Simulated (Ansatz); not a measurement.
in.yaml

```yaml
crystal:
  periodic: [false, false, false]
  atoms:
    - {symbol: Al, position_ang: [0.000000, 1.743795, 0.031076]}
    - {symbol: Ga, position_ang: [0.000000, -0.301539, 1.392894]}
    - {symbol: Ga, position_ang: [0.000000, -0.353844, -1.442415]}
    - {symbol: H, position_ang: [0.000000, -1.344351, 2.593686]}
basis:
  gaussian: {orbitals: STO-3G}
magnetization: {spin_polarized: false}
correlation: {method: sc_nevpt2, electrons: outside_noble_gas, diis_vectors: 2}
output: {forces: true}
```

```sh
$ ansatz run in.yaml --threads 1 --pin off --events-out ev --progress --plain --max-ram 2393MiB
```

Q: How does this run end?

A: Refused. The settings were drawn as a stress test.
```
Error: "diis_vectors" apply only to coupled cluster; leave them out
```
